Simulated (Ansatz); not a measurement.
Program: Ansatz. Geometries: PBE0-D4/def2-TZVP. ΔE: electronic, gas phase. CCSD(T)/CBS adds triple-zeta CCSD(T) − MP2 to the extrapolated MP2 energy (def2 sets, frozen cores). This one scheme is used for every species, atoms too. DFT in def2-TZVPP. Open shells (•) are unrestricted, without spin–orbit coupling. One conformer a species, not always the lowest.

Reaction (homolysis of the H–Si bond): `O[SiH2][SiH3]` → H• + `O[SiH2][SiH2]`•

`O[SiH2][SiH3]`:

```xyz
9

O     0.474    0.876    1.816
Si    0.663    0.763    0.177
Si   -0.562   -1.016   -0.744
H    -0.414    1.000    2.153
H     0.249    2.024   -0.505
H     2.117    0.564   -0.041
H    -0.397   -1.035   -2.224
H    -2.012   -0.852   -0.438
H    -0.117   -2.324   -0.194
```

`O[SiH2][SiH2]`•:

```xyz
8

O     0.243   -1.850    0.543
Si   -0.462   -0.614   -0.296
Si    0.839    1.326   -0.244
H     0.364   -1.736    1.486
H    -0.578   -1.084   -1.698
H    -1.832   -0.335    0.230
H     0.352    2.412   -1.140
H     1.073    1.881    1.120
```

CCSD(T)/CBS gives +392.7 kJ/mol.

Problem. Another level gave +367.4 kJ/mol. Which?
A. r2SCANh-D4/def2-TZVPP
B. BHLYP/def2-TZVPP
C. BLYP/def2-TZVPP
D. PBE/def2-TZVPP

Solution. D. PBE 367.4, BHLYP 385.4, r2SCANh-D4 371.7, BLYP 376.7 kJ/mol.

Problem. What do rigid-rotor, harmonic-oscillator terms from PBE0-D4/def2-TZVP frequencies (298.15 K, 1 bar) make of the CCSD(T)/CBS value? (An estimate is asked.)

Solution. Computed: ΔZPE = -24.9 kJ/mol, ΔH = +374.0 kJ/mol, ΔS = 122 J/(mol·K), ΔG = +337.5 kJ/mol. Open shells count their whole term as degenerate.

Largest T1 diagnostic among the species: 0.014.

Leaving LDA and LC-ωPBE aside and taking each functional with its dispersion term where it has one, the values, not all of them listed here, spread over 28.5 kJ/mol, from revPBE-D4 to ωB97X-V. LDA lies +39.3 kJ/mol from PBE without D4, its usual overbinding. In def2-TZVPP, CCSD(T) changes the Hartree–Fock value by +78.8 kJ/mol (the triples alone add +0.7 kJ/mol) and MP2 by +69.4 kJ/mol; breaking electron pairs costs correlation energy, which Hartree–Fock lacks.
